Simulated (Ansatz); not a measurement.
Basis-set extrapolation for C4H7FO, SMILES `C=C(F)C(C)O` (PBE0-D4/def2-TZVP geometry, frozen core, the Gaussian-basis code of Ansatz). Multiplicity 1, RHF reference.

```json
{"": "HF", "def2-TZVPP": "-329.957005", "def2-QZVPP": "-329.971759"}
{"": "MP2 correlation", "def2-TZVPP": "-1.152772", "def2-QZVPP": "-1.239133"}
{"": "CCSD(T) correlation", "def2-TZVPP": "-1.236382", "def2-QZVPP": "not run"}
```

Energies in hartree. Use E(X) = E(∞) + A·exp(−7.88·√X) for Hartree–Fock and E(X) = E(∞) + B·X^(−2.97) for correlation, with X = 3 and 4, and add CCSD(T) minus MP2 of the smaller set to the MP2 limit.

Problem. What is the CCSD(T) energy at the basis-set limit?

Solution. HF limit: -329.971759 + (-0.014754) × 0.13774 = -329.97379. MP2 limit: -1.239133 + (-0.086361) × 0.74074 = -1.30310. Higher-order term: -1.236382 − (-1.152772) = -0.08361. Total: -331.36050 hartree, 4.55 eV below CCSD(T)/def2-TZVPP.
